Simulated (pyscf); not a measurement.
Structures and frequencies: ωB97X-D3(BJ)/def2-SVP in PySCF.

### Question
PBE/def2-TZVP puts the barrier of H₃Si–Te–SiH₃ + H₂ → SiH₄ + H₃Si–TeH (four-centre exchange; singlet surface; Si–Te, H–H broken, H–Si, H–Te formed) at 48.5 kcal/mol and the reaction energy at +9.6 kcal/mol, from the separated reactants. What do r²SCAN/def2-TZVP, B3LYP-D3(BJ)/def2-TZVP, ωB97M-D3(BJ)/def2-TZVP give on the same structures?

### Answer
r²SCAN: ΔE‡ = 51.3 kcal/mol, ΔE = +10.5 kcal/mol; B3LYP-D3(BJ): ΔE‡ = 53.7 kcal/mol, ΔE = +9.6 kcal/mol; ωB97M-D3(BJ): ΔE‡ = 55.5 kcal/mol, ΔE = +8.4 kcal/mol. PBE's barrier lies under all of them, by 2.8 to 6.9 kcal/mol. Its reaction energy lies among theirs. One saddle was located; it need not be the lowest between these sides. Elements past Kr carry the def2 core potentials, without spin-orbit coupling.
